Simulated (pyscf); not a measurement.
Single points on ωB97X-D3(BJ)/def2-SVP structures (PySCF, gas phase). Correlated levels are frozen-core, on RHF or UHF. ΔMP2 is the change of the MP2 total energy from the triple- to the quadruple-zeta basis.

**Question.** What is the homolytic dissociation enthalpy (298 K, CCSD(T)/def2-TZVPP + ΔMP2(QZVPP)) of the C–H bond of H₂C=C=O, to •HC=C=O + H•?

**Answer.** C–H to •HC=C=O + H•: 445.9 kJ/mol. The radicals are drawn with the spin at the cut bond; how far it spreads was not checked. Other isomers of •HC=C=O were not searched in full and may lie lower. The CCSD(T) − MP2 part came from Ansatz, without density fitting, on the same reference.
